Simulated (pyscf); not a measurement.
Single points on ωB97X-D3(BJ)/def2-SVP structures (PySCF, gas phase).

Problem. H₃C–GaH₂ + H₂ → CH₄ + GaH₃
Surface: singlet. Broken: C–Ga, H–H. Formed: C–H, Ga–H. Give ΔE‡ and ΔE from ωB97M-D3(BJ)/def2-TZVP, relative to the separated reactants.

Solution. ΔE‡ = 30.7 kcal/mol, ΔE = -9.3 kcal/mol. Zero-point energy shifts the barrier by +3.2 kcal/mol. It is a four-centre exchange, with an imaginary mode of 1535i cm⁻¹. At the saddle there is also a short Ga–H contact that neither side keeps. This is the saddle that the search found; another between the same sides may lie lower. Elements up to Kr have no core potential and no relativistic terms here.
